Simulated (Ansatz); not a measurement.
Molecular dynamics, step by step

C$_{2}$H$_{4}$B (SMILES [CH-]=BC) (charge -1), closed shell, CAM-B3LYP-D4/def2-SVP (Ansatz 0.2.0). Settings (timestep in fs, temperature in K; T counts 15 degrees of freedom):

```yaml
hamiltonian: {xc: {name: CAM-B3LYP}, dispersion: d4}
md: {n_steps: 40, timestep: 1.0, temperature: 1500, ensemble: nve, seed: 74, initial_velocities: maxwell_boltzmann}
```

Start (the SMILES describes the start alone):

```csv
atom,x (Å),y (Å),z (Å)
C1,-1.5377,-1.0473,-0.2772
B2,-0.4648,-0.3170,-0.0836
C3,0.8435,0.5748,0.1521
H4,-2.4205,-1.6502,-0.4364
H5,1.0652,1.2419,-0.6976
H6,0.7622,1.2286,1.0365
H7,1.7522,-0.0307,0.3062
```

```json
{"step": "0", "time (fs)": "0.00", "potential energy less the start (meV)": "0.0", "kinetic energy (meV)": "969.5", "T (K)": "1500"}
{"step": "2", "time (fs)": "2.00", "potential energy less the start (meV)": "270.7", "kinetic energy (meV)": "714.4", "T (K)": "1105"}
{"step": "4", "time (fs)": "4.00", "potential energy less the start (meV)": "487.1", "kinetic energy (meV)": "502.3", "T (K)": "777"}
{"step": "6", "time (fs)": "6.00", "potential energy less the start (meV)": "377.1", "kinetic energy (meV)": "600.6", "T (K)": "929"}
{"step": "8", "time (fs)": "8.00", "potential energy less the start (meV)": "530.4", "kinetic energy (meV)": "450.6", "T (K)": "697"}
{"step": "10", "time (fs)": "10.00", "potential energy less the start (meV)": "543.1", "kinetic energy (meV)": "442.8", "T (K)": "685"}
{"step": "12", "time (fs)": "12.00", "potential energy less the start (meV)": "306.6", "kinetic energy (meV)": "666.5", "T (K)": "1031"}
{"step": "14", "time (fs)": "14.00", "potential energy less the start (meV)": "526.3", "kinetic energy (meV)": "461.3", "T (K)": "714"}
{"step": "16", "time (fs)": "16.00", "potential energy less the start (meV)": "527.1", "kinetic energy (meV)": "459.1", "T (K)": "710"}
{"step": "18", "time (fs)": "18.00", "potential energy less the start (meV)": "408.5", "kinetic energy (meV)": "562.0", "T (K)": "870"}
{"step": "20", "time (fs)": "20.00", "potential energy less the start (meV)": "751.8", "kinetic energy (meV)": "245.3", "T (K)": "380"}
{"step": "22", "time (fs)": "22.00", "potential energy less the start (meV)": "519.7", "kinetic energy (meV)": "450.4", "T (K)": "697"}
{"step": "24", "time (fs)": "24.00", "potential energy less the start (meV)": "583.3", "kinetic energy (meV)": "397.8", "T (K)": "615"}
{"step": "26", "time (fs)": "26.00", "potential energy less the start (meV)": "806.3", "kinetic energy (meV)": "184.3", "T (K)": "285"}
{"step": "28", "time (fs)": "28.00", "potential energy less the start (meV)": "646.7", "kinetic energy (meV)": "334.3", "T (K)": "517"}
{"step": "30", "time (fs)": "30.00", "potential energy less the start (meV)": "633.0", "kinetic energy (meV)": "338.6", "T (K)": "524"}
{"step": "32", "time (fs)": "32.00", "potential energy less the start (meV)": "877.2", "kinetic energy (meV)": "121.0", "T (K)": "187"}
{"step": "34", "time (fs)": "34.00", "potential energy less the start (meV)": "494.1", "kinetic energy (meV)": "476.3", "T (K)": "737"}
{"step": "36", "time (fs)": "36.00", "potential energy less the start (meV)": "548.6", "kinetic energy (meV)": "437.2", "T (K)": "676"}
{"step": "38", "time (fs)": "38.00", "potential energy less the start (meV)": "512.4", "kinetic energy (meV)": "476.2", "T (K)": "737"}
{"step": "40", "time (fs)": "40.00", "potential energy less the start (meV)": "209.5", "kinetic energy (meV)": "766.4", "T (K)": "1186"}
```

Step 14, positions (Å) and forces (eV/Å):

```json
{"atom": "C1", "x": "-1.536", "y": "-0.957", "z": "-0.227", "Fx": "-0.262", "Fy": "-0.358", "Fz": "-0.113"}
{"atom": "B2", "x": "-0.323", "y": "-0.434", "z": "-0.180", "Fx": "-1.503", "Fy": "-0.655", "Fz": "-0.170"}
{"atom": "C3", "x": "0.766", "y": "0.567", "z": "0.155", "Fx": "2.773", "Fy": "0.646", "Fz": "0.576"}
{"atom": "H4", "x": "-2.523", "y": "-1.409", "z": "-0.255", "Fx": "0.193", "Fy": "-0.079", "Fz": "-0.112"}
{"atom": "H5", "x": "0.902", "y": "1.349", "z": "-0.699", "Fx": "0.206", "Fy": "-1.042", "Fz": "1.414"}
{"atom": "H6", "x": "0.336", "y": "1.070", "z": "1.072", "Fx": "0.790", "Fy": "0.022", "Fz": "-0.694"}
{"atom": "H7", "x": "1.833", "y": "0.053", "z": "0.487", "Fx": "-2.195", "Fy": "1.466", "Fz": "-0.901"}
```

Step 32, positions (Å) and forces (eV/Å):

```csv
atom,x,y,z,Fx,Fy,Fz
C1,-1.606,-0.948,-0.203,1.009,-0.249,-0.408
B2,-0.315,-0.542,-0.251,-0.631,1.512,1.178
C3,0.811,0.609,0.189,-3.802,-0.394,-0.808
H4,-2.578,-1.454,-0.303,0.552,0.203,0.006
H5,1.037,1.387,-0.500,-0.409,1.034,-1.826
H6,0.533,1.229,1.038,-0.951,0.002,0.705
H7,1.770,0.446,0.438,4.232,-2.109,1.153
```

Step 34, positions (Å) and forces (eV/Å):

```json
{"atom": "C1", "x": "-1.595", "y": "-0.948", "z": "-0.206", "Fx": "0.558", "Fy": "-0.365", "Fz": "-0.376"}
{"atom": "B2", "x": "-0.324", "y": "-0.528", "z": "-0.238", "Fx": "-0.001", "Fy": "1.573", "Fz": "1.044"}
{"atom": "C3", "x": "0.798", "y": "0.599", "z": "0.182", "Fx": "0.460", "Fy": "0.402", "Fz": "-0.313"}
{"atom": "H4", "x": "-2.546", "y": "-1.462", "z": "-0.323", "Fx": "0.155", "Fy": "0.036", "Fz": "-0.002"}
{"atom": "H5", "x": "1.032", "y": "1.416", "z": "-0.538", "Fx": "-0.538", "Fy": "-0.302", "Fz": "-0.553"}
{"atom": "H6", "x": "0.542", "y": "1.230", "z": "1.051", "Fx": "-0.760", "Fy": "-0.278", "Fz": "0.265"}
{"atom": "H7", "x": "1.846", "y": "0.392", "z": "0.465", "Fx": "0.125", "Fy": "-1.065", "Fz": "-0.065"}
```

Last step (40):

```
7
angstrom
C -1.5542 -0.9560 -0.2196
B -0.3440 -0.4546 -0.1813
C 0.7867 0.5820 0.1599
H -2.4735 -1.5080 -0.3879
H 0.9172 1.3316 -0.6441
H 0.4589 1.1340 1.0650
H 1.8329 0.1336 0.4448
```

Hardware: 2 CPU threads of an Intel Xeon 6975P-C, shared host. Wall time about 20 s.
